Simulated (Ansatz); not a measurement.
# BH3S + NH3: a complex and its separated parts, part 2 of 2

Ansatz 0.2.0, Gaussian basis. Earlier steps stand in the parts before.

## 13. CAM-B3LYP-D4/def2-TZVPP

The inputs:

parta/in.yaml

```yaml
crystal:
  periodic: [false, false, false]
  atoms:
    - {symbol: B, position_ang: [-0.429314, -0.606100, -0.657410]}
    - {symbol: H, position_ang: [-0.071084, -0.130778, -1.689782]}
    - {symbol: H, position_ang: [0.131481, -1.519622, -0.139910]}
    - {symbol: S, position_ang: [-1.857696, 0.129932, 0.072054]}
    - {symbol: H, position_ang: [-1.956554, -0.635202, 1.172989]}
basis:
  gaussian: {orbitals: def2-TZVPP}
hamiltonian: {xc: {name: CAM-B3LYP}, dispersion: d4}
```

partb/in.yaml

```yaml
crystal:
  periodic: [false, false, false]
  atoms:
    - {symbol: N, position_ang: [0.862524, 0.517838, 0.184237]}
    - {symbol: H, position_ang: [0.637933, 1.490960, 0.017730]}
    - {symbol: H, position_ang: [1.807592, 0.369809, -0.147545]}
    - {symbol: H, position_ang: [0.875117, 0.383062, 1.187636]}
basis:
  gaussian: {orbitals: def2-TZVPP}
hamiltonian: {xc: {name: CAM-B3LYP}, dispersion: d4}
```

The same command starts each run, in its folder.

Run with:

```
> ansatz run in.yaml --threads 2 --pin off --events-out ev --progress --plain --max-ram 4352MiB
```

parta printed (excerpt; [...] marks lines left out):

```text
Functional definition: CAM-B3LYP
  name "CAM-B3LYP"
  cite "Yanai, Tew & Handy, Chem. Phys. Lett. 393, 51 (2004) doi:10.1016/j.cplett.2004.06.011"
  cite "Iikura, Tsuneda, Yanai & Hirao, J. Chem. Phys. 115, 3540 (2001) doi:10.1063/1.1383587"
  cite "Becke, Phys. Rev. A 38, 3098 (1988) doi:10.1103/PhysRevA.38.3098"
  cite "Lee, Yang & Parr, Phys. Rev. B 37, 785 (1988) doi:10.1103/PhysRevB.37.785"
[...]
  # Exact exchange under (alpha + beta erf(omega r))/r, Becke's under what is left of 1/r.
[...]
642 factors; their error is unknown
159 factors; integrals over basis functions are off by at most 1.9e-5 eV
[...]
mean field -11561.17375677 eV, -424.8652991164 hartree, gradient 2.4e-5 eV, S^2 0.000000; 0 other end points of the search recorded, 0 dependent functions left out
reference -11561.17385822 eV, -424.8653028445 hartree; 12, 12 occupied and 103, 103 virtual orbitals, 642 factors
Total energy: -11561.22103681 eV, -424.8670366258 hartree
```

partb printed (excerpt; [...] marks lines left out):

```text
[... 6 set-up lines as earlier in the session ...]
[...]
  # Exact exchange under (alpha + beta erf(omega r))/r, Becke's under what is left of 1/r.
[...]
332 factors; their error is unknown
102 factors; integrals over basis functions are off by at most 1.4e-5 eV
[...]
mean field -1539.00934815 eV, -56.5575503666 hartree, gradient 6.3e-5 eV, S^2 0.000000; 0 other end points of the search recorded, 0 dependent functions left out
reference -1539.00941625 eV, -56.5575528691 hartree; 5, 5 occupied and 68, 68 virtual orbitals, 332 factors
Total energy: -1539.01814046 eV, -56.5578734778 hartree
```

They took 0.95 s (parta), 0.35 s (partb) on 2 threads of Arm Neoverse V1, shared host.

## 14. wB97X-V/def2-TZVPP

The same edit goes into each in.yaml of step 13 (parta, partb):

```diff
-hamiltonian: {xc: {name: CAM-B3LYP}, dispersion: d4}
+hamiltonian: {xc: {name: wB97X-V}}
```

The same command starts each run, in its folder.

Run with:

```
> ansatz run in.yaml --threads 2 --pin off --events-out ev --progress --plain --max-ram 4352MiB
```

Output in parta (excerpt; [...] marks lines left out):

```text
Functional definition: wB97X-V
  name "wB97X-V"
  cite "Mardirossian & Head-Gordon, Phys. Chem. Chem. Phys. 16, 9904 (2014) doi:10.1039/C3CP54374A"
[... 2 set-up lines as earlier in the session ...]
[...]
      + integral(e_c_pw_opposite_spin*poly(b97_u_opposite, cos0, cos1)) + vv10(b, c)
637 factors; their error is unknown
154 factors; integrals over basis functions are off by at most 1.4e-5 eV
[...]
mean field -11559.59513697 eV, -424.8072859085 hartree, gradient 4.4e-5 eV, S^2 0.000000; 0 other end points of the search recorded, 0 dependent functions left out
reference -11559.59513528 eV, -424.8072858464 hartree; 12, 12 occupied and 103, 103 virtual orbitals, 637 factors
Total energy: -11559.59513528 eV, -424.8072858464 hartree
```

Output in partb (excerpt; [...] marks lines left out):

```text
[... 5 set-up lines as earlier in the session ...]
[...]
      + integral(e_c_pw_opposite_spin*poly(b97_u_opposite, cos0, cos1)) + vv10(b, c)
332 factors; their error is unknown
93 factors; integrals over basis functions are off by at most 7.9e-6 eV
[...]
mean field -1539.14323171 eV, -56.5624704966 hartree, gradient 1.3e-5 eV, S^2 0.000000; 0 other end points of the search recorded, 0 dependent functions left out
reference -1539.14323061 eV, -56.5624704561 hartree; 5, 5 occupied and 68, 68 virtual orbitals, 332 factors
Total energy: -1539.14323061 eV, -56.5624704561 hartree
```

Wall times: 2.6 s (parta), 0.85 s (partb) on 2 threads of Arm Neoverse V1, shared host.

## 15. wB97M-V/def2-TZVPP

Each input of step 14 (parta, partb) changes in the same lines:

```diff
-hamiltonian: {xc: {name: wB97X-V}}
+hamiltonian: {xc: {name: wB97M-V}}
```

One command serves all of them, each in its own folder.

Run with:

```
> ansatz run in.yaml --threads 2 --pin off --events-out ev --progress --plain --max-ram 4352MiB
```

Output in parta (excerpt; [...] marks lines left out):

```text
Functional definition: wB97M-V
  name "wB97M-V"
  cite "Mardirossian & Head-Gordon, J. Chem. Phys. 144, 214110 (2016) doi:10.1063/1.4952647"
[... 2 set-up lines as earlier in the session ...]
  # Of w^i u^j: cxij and so on, Table III.
[...]
  gx(w, u) = 1 - cx + cx01*u + cx10*w
[...]
      + integral(e_c_pw_mod_opposite_spin*gos(b97_w_opposite, b97_u_opposite)) + vv10(b, c)
637 factors; their error is unknown
154 factors; integrals over basis functions are off by at most 1.4e-5 eV
[...]
mean field -11560.18011955 eV, -424.8287836218 hartree, gradient 8.2e-5 eV, S^2 0.000000; 0 other end points of the search recorded, 0 dependent functions left out
reference -11560.18016094 eV, -424.8287851430 hartree; 12, 12 occupied and 103, 103 virtual orbitals, 637 factors
Total energy: -11560.18016094 eV, -424.8287851430 hartree
```

partb printed (excerpt; [...] marks lines left out):

```text
[... 5 set-up lines as earlier in the session ...]
  # Of w^i u^j: cxij and so on, Table III.
[...]
  gx(w, u) = 1 - cx + cx01*u + cx10*w
[...]
      + integral(e_c_pw_mod_opposite_spin*gos(b97_w_opposite, b97_u_opposite)) + vv10(b, c)
332 factors; their error is unknown
93 factors; integrals over basis functions are off by at most 7.9e-6 eV
[...]
mean field -1538.84211234 eV, -56.5514045637 hartree, gradient 5.5e-5 eV, S^2 0.000000; 0 other end points of the search recorded, 0 dependent functions left out
reference -1538.84213921 eV, -56.5514055512 hartree; 5, 5 occupied and 68, 68 virtual orbitals, 332 factors
Total energy: -1538.84213921 eV, -56.5514055512 hartree
```

Wall times: 2.7 s (parta), 0.85 s (partb) on 2 threads of Arm Neoverse V1, shared host.

## 16. B2PLYP/def2-TZVPP

The same edit goes into each in.yaml of step 15 (parta, partb):

```diff
-hamiltonian: {xc: {name: wB97M-V}}
+hamiltonian: {xc: {name: B2PLYP}}
```

The same command starts each run, in its folder.

Run with:

```
> ansatz run in.yaml --threads 2 --pin off --events-out ev --progress --plain --max-ram 4352MiB
```

Log of parta (excerpt; [...] marks lines left out):

```text
Functional definition: B2PLYP
  name "B2PLYP"
  cite "Grimme, J. Chem. Phys. 124, 034108 (2006) doi:10.1063/1.2148954"
[... 2 set-up lines as earlier in the session ...]
[...]
656 factors; integrals over basis functions are off by at most 8.6e-4 eV
[...]
mean field -11554.57029768 eV, -424.6226264705 hartree, gradient 9.5e-6 eV, S^2 0.000000; 0 other end points of the search recorded, 0 dependent functions left out
6 core orbitals not correlated: weight in the atoms' cores, before any rotation towards them, 1.000 or more for the frozen orbitals, at most 0.000 for the correlated occupied ones
reference -11554.57042935 eV, -424.6226313096 hartree; 6, 6 occupied and 103, 103 virtual orbitals, 656 factors
second order -9.60250332 eV of doubles, -0.00000000 eV of singles
Total energy: -11557.16310525 eV, -424.7179103914 hartree
```

Output in partb (excerpt; [...] marks lines left out):

```text
[... 5 set-up lines as earlier in the session ...]
[...]
416 factors; integrals over basis functions are off by at most 1.1e-3 eV
[...]
mean field -1536.38020583 eV, -56.4609311683 hartree, gradient 8.3e-6 eV, S^2 0.000000; 0 other end points of the search recorded, 0 dependent functions left out
1 core orbitals not correlated: weight in the atoms' cores, before any rotation towards them, 1.000 or more for the frozen orbitals, at most 0.000 for the correlated occupied ones
reference -1536.38029607 eV, -56.4609344845 hartree; 4, 4 occupied and 68, 68 virtual orbitals, 416 factors
second order -7.62074937 eV of doubles, -0.00000000 eV of singles
Total energy: -1538.43789840 eV, -56.5365499754 hartree
```

They took 1.2 s (parta), 0.45 s (partb) on 2 threads of Arm Neoverse V1, shared host.

## 17. PBE-QIDH/def2-TZVPP

Each input of step 16 (parta, partb) changes in the same lines:

```diff
-hamiltonian: {xc: {name: B2PLYP}}
+hamiltonian: {xc: {name: PBE-QIDH}}
```

The same command starts each run, in its folder.

Run with:

```
> ansatz run in.yaml --threads 2 --pin off --events-out ev --progress --plain --max-ram 4352MiB
```

Output in parta (excerpt; [...] marks lines left out):

```text
Functional definition: PBE-QIDH
  name "PBE-QIDH"
  cite "Brémond, Sancho-García, Pérez-Jiménez & Adamo, J. Chem. Phys. 141, 031101 (2014) doi:10.1063/1.4890314"
[... 1 set-up line as earlier in the session ...]
[...]
656 factors; integrals over basis functions are off by at most 8.6e-4 eV
[...]
mean field -11551.13034725 eV, -424.4962106239 hartree, gradient 3.0e-6 eV, S^2 0.000000; 0 other end points of the search recorded, 0 dependent functions left out
6 core orbitals not correlated: weight in the atoms' cores, before any rotation towards them, 1.000 or more for the frozen orbitals, at most 0.000 for the correlated occupied ones
reference -11551.13035755 eV, -424.4962110026 hartree; 6, 6 occupied and 103, 103 virtual orbitals, 656 factors
second order -8.88312333 eV of doubles, -0.00000000 eV of singles
Total energy: -11554.09139866 eV, -424.6050272563 hartree
```

Output in partb (excerpt; [...] marks lines left out):

```text
[... 4 set-up lines as earlier in the session ...]
[...]
416 factors; integrals over basis functions are off by at most 1.1e-3 eV
[...]
mean field -1535.33283993 eV, -56.4224411816 hartree, gradient 2.1e-6 eV, S^2 0.000000; 0 other end points of the search recorded, 0 dependent functions left out
1 core orbitals not correlated: weight in the atoms' cores, before any rotation towards them, 1.000 or more for the frozen orbitals, at most 0.000 for the correlated occupied ones
reference -1535.33284670 eV, -56.4224414303 hartree; 4, 4 occupied and 68, 68 virtual orbitals, 416 factors
second order -7.10207166 eV of doubles, -0.00000000 eV of singles
Total energy: -1537.70020392 eV, -56.5094402035 hartree
```

They took 1.2 s (parta), 0.45 s (partb) on 2 threads of Arm Neoverse V1, shared host.

## 18. RPA on PBE/def2-TZVPP

Each input of step 17 (parta, partb) changes in the same lines:

```diff
-hamiltonian: {xc: {name: PBE-QIDH}}
+hamiltonian: {xc: pbe}
+correlation: {method: rpa}
```

Each run has its own folder and the same command.

Run with:

```
> ansatz run in.yaml --threads 2 --pin off --events-out ev --progress --plain --max-ram 4352MiB
```

Output in parta (excerpt; [...] marks lines left out):

```text
[... 4 set-up lines as earlier in the session ...]
[...]
656 factors; integrals over basis functions are off by at most 8.6e-4 eV
[...]
mean field -11555.37666977 eV, -424.6522600984 hartree, gradient 2.8e-6 eV, S^2 0.000000; 0 other end points of the search recorded, 0 dependent functions left out
6 core orbitals not correlated: weight in the atoms' cores, before any rotation towards them, 1.000 or more for the frozen orbitals, at most 0.000 for the correlated occupied ones
reference -11536.87536741 eV, -423.9723497774 hartree; 6, 6 occupied and 103, 103 virtual orbitals, 656 factors
Total energy: -11551.16825251 eV, -424.4976036166 hartree
```

Output in partb (excerpt; [...] marks lines left out):

```text
[... 4 set-up lines as earlier in the session ...]
[...]
416 factors; integrals over basis functions are off by at most 1.1e-3 eV
[...]
mean field -1537.73141341 eV, -56.5105871312 hartree, gradient 7.1e-6 eV, S^2 0.000000; 0 other end points of the search recorded, 0 dependent functions left out
1 core orbitals not correlated: weight in the atoms' cores, before any rotation towards them, 1.000 or more for the frozen orbitals, at most 0.000 for the correlated occupied ones
reference -1529.64087152 eV, -56.2132652005 hartree; 4, 4 occupied and 68, 68 virtual orbitals, 416 factors
Total energy: -1540.11744659 eV, -56.5982722333 hartree
```

Wall times: 1.1 s (parta), 0.45 s (partb) on 2 threads of Arm Neoverse V1, shared host.

## 19. CCSD(T)/def2-TZVPP

The same edit goes into each in.yaml of step 18 (parta, partb):

```diff
-hamiltonian: {xc: pbe}
-correlation: {method: rpa}
+correlation: {method: ccsd_t}
```

The same command starts each run, in its folder.

Run with:

```
> ansatz run in.yaml --threads 2 --pin off --events-out ev --progress --plain --max-ram 4352MiB
```

Output in parta (excerpt; [...] marks lines left out):

```text
Functional definition: HF
  name "HF"
  cite "Fock, Z. Phys. 61, 126 (1930) doi:10.1007/BF01340294"
[... 1 set-up line as earlier in the session ...]
[...]
656 factors; integrals over basis functions are off by at most 8.6e-4 eV
[...]
mean field -11537.52135747 eV, -423.9960894741 hartree, gradient 6.9e-6 eV, S^2 0.000000; 0 other end points of the search recorded, 0 dependent functions left out
6 core orbitals not correlated: weight in the atoms' cores, before any rotation towards them, 1.000 or more for the frozen orbitals, at most 0.000 for the correlated occupied ones
reference -11537.52135747 eV, -423.9960894741 hartree; 6, 6 occupied and 103, 103 virtual orbitals, 656 factors
second order -7.78995189 eV of doubles, -0.00000000 eV of singles
cycle   1  -8.42099374 eV  change   -6.3e-1 eV  update   6.7e-2
[...]
cycle   9  -8.70433310 eV  change    6.1e-6 eV  update   8.0e-6
perturbative correction -0.35932410 eV, -0.0132049172 hartree
Total energy: -11546.58501467 eV, -424.3291727327 hartree
```

Log of partb (excerpt; [...] marks lines left out):

```text
[... 4 set-up lines as earlier in the session ...]
[...]
416 factors; integrals over basis functions are off by at most 1.1e-3 eV
[...]
mean field -1529.85267212 eV, -56.2210487291 hartree, gradient 4.0e-6 eV, S^2 0.000000; 0 other end points of the search recorded, 0 dependent functions left out
1 core orbitals not correlated: weight in the atoms' cores, before any rotation towards them, 1.000 or more for the frozen orbitals, at most 0.000 for the correlated occupied ones
reference -1529.85267212 eV, -56.2210487291 hartree; 4, 4 occupied and 68, 68 virtual orbitals, 416 factors
second order -6.38812177 eV of doubles, -0.00000000 eV of singles
cycle   1  -6.57720573 eV  change   -1.9e-1 eV  update   3.9e-2
[...]
cycle   9  -6.72906356 eV  change    3.2e-6 eV  update   2.3e-6
perturbative correction -0.20699290 eV, -0.0076068487 hartree
Total energy: -1536.78872858 eV, -56.4759441024 hartree
```

Wall times: 2.5 s (parta), 0.4 s (partb) on 2 threads of Arm Neoverse V1, shared host; peak memory 0.43 GiB.

## 20. Vibrations of BH3S

Input file vib-parta/in.yaml:

```yaml
crystal:
  periodic: [false, false, false]
  atoms:
    - {symbol: B, position_ang: [-0.429314, -0.606100, -0.657410]}
    - {symbol: H, position_ang: [-0.071084, -0.130778, -1.689782]}
    - {symbol: H, position_ang: [0.131481, -1.519622, -0.139910]}
    - {symbol: S, position_ang: [-1.857696, 0.129932, 0.072054]}
    - {symbol: H, position_ang: [-1.956554, -0.635202, 1.172989]}
basis:
  gaussian: {orbitals: def2-TZVP}
hamiltonian: {xc: pbe0, dispersion: d4}
phonons: {temperatures: {t_min: 298.15, t_max: 900, t_step: 200}}
```

Run with:

```
> ansatz run in.yaml --threads 2 --pin off --events-out ev --progress --plain --max-ram 4352MiB
```

The log of the run (excerpt; [...] marks lines left out):

```text
[... 5 set-up lines as earlier in the session ...]
[...]
572 factors; their error is unknown
[...]
mean field -11556.50499404 eV, -424.6937252505 hartree, gradient 4.8e-5 eV, S^2 0.000000; 0 other end points of the search recorded, 0 dependent functions left out
[...]
Atom 2 at     0.131481    -1.519622    -0.139910 Å, force    -0.000006     0.000485    -0.000592 eV/Å
Atom 3 at    -1.857696     0.129932     0.072054 Å, force    -0.000071    -0.000313     0.000517 eV/Å
Atom 4 at    -1.956554    -0.635202     1.172989 Å, force     0.000126     0.000178    -0.000396 eV/Å
Dipole moment:    -0.032785    -0.097718     0.164271 e Å
Vibrations: 661.30 667.41 830.96 943.44 965.96 1197.04 2612.06 2697.23 2720.06 cm⁻¹, zero-point energy 0.824213 eV
```

Run time: 15 s. Hardware: 2 threads of Arm Neoverse V1, shared host.

The modes, with what each moves most:

```csv
mode,wavenumber (cm⁻¹),character
1,661,torsion
2,667,bend
3,831,B–S stretch
4,943,out-of-plane bend with torsion
5,966,bend
6,1197,bend
7,2612,B–H stretch
8,2697,S–H stretch
9,2720,B–H stretch
```

Vibrational sums (real modes only):

```
T (K)  entropy (J/mol/K)  heat capacity (J/mol/K)
  298                4.8                     14.5
  498               16.4                     30.7
  698               28.6                     41.2
  898               39.9                     48.7
```

## 21. Vibrations of NH3

Input file vib-partb/in.yaml:

```yaml
crystal:
  periodic: [false, false, false]
  atoms:
    - {symbol: N, position_ang: [0.862524, 0.517838, 0.184237]}
    - {symbol: H, position_ang: [0.637933, 1.490960, 0.017730]}
    - {symbol: H, position_ang: [1.807592, 0.369809, -0.147545]}
    - {symbol: H, position_ang: [0.875117, 0.383062, 1.187636]}
basis:
  gaussian: {orbitals: def2-TZVP}
hamiltonian: {xc: pbe0, dispersion: d4}
phonons: {temperatures: {t_min: 298.15, t_max: 900, t_step: 200}}
```

Run with:

```
> ansatz run in.yaml --threads 2 --pin off --events-out ev --progress --plain --max-ram 4352MiB
```

The log of the run (excerpt; [...] marks lines left out):

```text
[... 5 set-up lines as earlier in the session ...]
[...]
287 factors; their error is unknown
[...]
mean field -1537.79931166 eV, -56.5130823455 hartree, gradient 1.3e-5 eV, S^2 0.000000; 0 other end points of the search recorded, 0 dependent functions left out
[...]
Atom 1 at     0.637933     1.490960     0.017730 Å, force    -0.000177     0.002889    -0.000172 eV/Å
Atom 2 at     1.807592     0.369809    -0.147545 Å, force     0.002568     0.000039    -0.000484 eV/Å
Atom 3 at     0.875117     0.383062     1.187636 Å, force     0.000439     0.000011     0.002866 eV/Å
Dipole moment:     0.229359     0.215985     0.158038 e Å
Vibrations: 1029.98 1669.40 1669.41 3503.14 3632.33 3632.40 cm⁻¹, zero-point energy 0.938353 eV
```

Run time: 2.4 s. Hardware: 2 threads of Arm Neoverse V1, shared host.

Wavenumbers and character of the modes:

```
mode  wavenumber (cm⁻¹)    character
   1               1030         bend
   2               1669         bend
   3               1669         bend
   4               3503  N–H stretch
   5               3632  N–H stretch
   6               3632  N–H stretch
```

Vibrational sums (real modes only):

```csv
T (K),entropy (J/mol/K),heat capacity (J/mol/K)
298,0.4,1.8
498,2.6,7.4
698,6.0,13.4
898,10.1,18.8
```

## 22. Complex less separated parts

The complex's own energies come from single points at the same levels.

Rows are in def2-TZVPP; times add the 3 runs of a level on a shared host, so small differences are noise.

Differences are taken before rounding.

```csv
method,rung,complex less parts (kJ/mol),from CCSD(T) (kJ/mol),time
SPW92,LDA,-132.0,-47.2,1.7 s
PBE-D4,GGA,-94.8,-10.0,2.9 s
BLYP-D4,GGA,-74.7,+10.0,3 s
r2SCAN-D4,meta-GGA,-91.0,-6.3,6.2 s
B97M-V,meta-GGA,-82.4,+2.4,12 s
PBE0-D4,hybrid,-98.3,-13.5,3.6 s
B3LYP-D4,hybrid,-80.0,+4.7,3.7 s
r2SCAN0-D4,hybrid,-95.3,-10.5,6.8 s
BHLYP-D4,hybrid,-83.0,+1.8,3.3 s
CAM-B3LYP-D4,range-separated hybrid,-86.6,-1.8,4.2 s
wB97X-V,range-separated hybrid,-89.1,-4.3,11 s
wB97M-V,range-separated hybrid,-88.6,-3.9,12 s
B2PLYP,double hybrid,-76.6,+8.1,6 s
PBE-QIDH,double hybrid,-96.7,-11.9,6.1 s
RPA on PBE,RPA,-74.2,+10.6,5.5 s
Hartree-Fock,wavefunction,-50.7,+34.1,
MP2,wavefunction,-91.2,-6.5,
CCSD,wavefunction,-81.2,+3.6,
CCSD(T),wavefunction,-84.8,0,41 s
```

Among the levels timed on like hardware and quicker than the yardstick, those that no quicker one beats, quickest first: SPW92 (1.7 s, -47.2 kJ/mol); PBE-D4 (2.9 s, -10.0 kJ/mol); BHLYP-D4 (3.3 s, +1.8 kJ/mol).

For cost: BHLYP-D4 gets within 1.8 kJ/mol in 3.3 s, where CCSD(T) took 41 s; the quickest level in the cost chart, SPW92, takes 1.7 s and misses by 47.2 kJ/mol.

The complex's zero-point energy, from a separate PBE0-D4 run, is 1.958 eV.

## 23. Summary of results

The summary covers parts 1 to 2.

```
                              quantity         value
complex less parts, CCSD(T)/def2-TZVPP  -84.8 kJ/mol
                with zero-point energy  -65.9 kJ/mol
                 largest T1 diagnostic         0.015
```

In words: At CCSD(T) the complex lies 84.8 kJ/mol below its parts. Among the functionals BHLYP-D4 lands nearest to CCSD(T) (+1.8 kJ/mol) and SPW92 farthest (-47.2 kJ/mol). CAM-B3LYP-D4 is as near within the digits shown. Mean unsigned error by rung: LDA 47.2, GGA 10.0, meta-GGA 4.3, hybrid 7.6, range-separated hybrid 3.3, double hybrid 10.0 kJ/mol. PBE-D4 gives a relative energy 10.0 kJ/mol too low, outside chemical accuracy (1 kcal/mol, 4.2 kJ/mol). No counterpoise was applied, and triple zeta lacks some correlation, so the CCSD(T) reference has a basis error of its own, and close matches with it are partly luck.
